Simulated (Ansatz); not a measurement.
Geometry optimisation, Ansatz 0.2.0, RKS B3LYP/def2-SVP.

Input file:

```yaml
crystal:
  periodic: [false, false, false]
  atoms:
    - { symbol: C, position_ang: [-0.0438, -0.6542, 1.6024] }
    - { symbol: C, position_ang: [-0.0222, -0.3585, 0.0875] }
    - { symbol: "N", position_ang: [1.2415, -0.7759, -0.4357] }
    - { symbol: O, position_ang: [-0.0896, 1.0475, -0.1204] }
    - { symbol: C, position_ang: [-0.6633, 1.3162, -1.4285] }
    - { symbol: F, position_ang: [-1.9546, 0.9143, -1.4577] }
    - { symbol: H, position_ang: [0.0471, -1.6704, 1.83] }
    - { symbol: H, position_ang: [-1.0183, -0.2519, 1.9769] }
    - { symbol: H, position_ang: [0.6829, -0.0293, 2.1715] }
    - { symbol: H, position_ang: [-0.8195, -0.9172, -0.3783] }
    - { symbol: H, position_ang: [1.57191, -0.00822, -1.07137] }
    - { symbol: H, position_ang: [1.11875, -1.55321, -1.10329] }
    - { symbol: H, position_ang: [-0.7063, 2.4319, -1.58] }
    - { symbol: H, position_ang: [-0.1142, 0.8477, -2.1856] }
basis:
  gaussian: { orbitals: def2-SVP }
hamiltonian:
  xc: b3lyp
relax:
  f_tol: 0.015
  max_steps: 40
```

Launched with:

```bash
$ ansatz run input.yaml --threads 2 --pin off --max-ram 3072MiB --backend cpu --events-out ev --progress --plain --runs-dir out
```

Task: Where does it end, and by what steps?

Result: It converged. The force dipped under the threshold on the way, but the program's further checks kept it going. After 17 steps the energy has fallen by 0.818 eV; H11 moved furthest, 0.99 Å.

```
step  energy less start (eV)  largest force component (eV/Å)  accepted
   0                  0.0000                           3.643       yes
   1                 -0.4833                           1.607       yes
   2                 -0.5761                           0.581       yes
   3                 -0.6378                           0.240       yes
   4                 -0.6906                           0.842       yes
   5                 -0.7713                           0.291       yes
   6                 -0.8095                           0.135       yes
   7                 -0.8093                           0.305        no
   8                 -0.8157                           0.067       yes
   9                 -0.8167                           0.160       yes
  10                 -0.8179                           0.036       yes
  11                 -0.8172                           0.127        no
  12                 -0.8181                           0.008       yes
  13                 -0.8182                           0.016       yes
  14                 -0.8184                           0.038       yes
  15                 -0.8184                           0.027       yes
  16                 -0.8185                           0.016       yes
  17                 -0.8185                           0.006       yes
```

```xyz
14
Properties=species:S:1:pos:R:3
C -0.011 -0.557 1.587
C -0.056 -0.426 0.075
N 1.128 -0.951 -0.532
O -0.285 0.991 -0.182
C -0.748 1.301 -1.428
F -2.069 0.915 -1.592
H 0.115 -1.610 1.874
H -0.934 -0.161 2.034
H 0.837 0.023 1.990
H -0.921 -0.977 -0.332
H 1.957 -0.424 -0.258
H 1.080 -0.981 -1.548
H -0.692 2.395 -1.545
H -0.173 0.801 -2.235
```

Whether the end is a true minimum wasn't checked by a vibrational analysis.

Time of the run: 66 s on 2 threads of Intel(R) Xeon(R) Platinum 8375C CPU @ 2.90GHz (Ice Lake), on a shared host, peak memory 0.32 GiB.
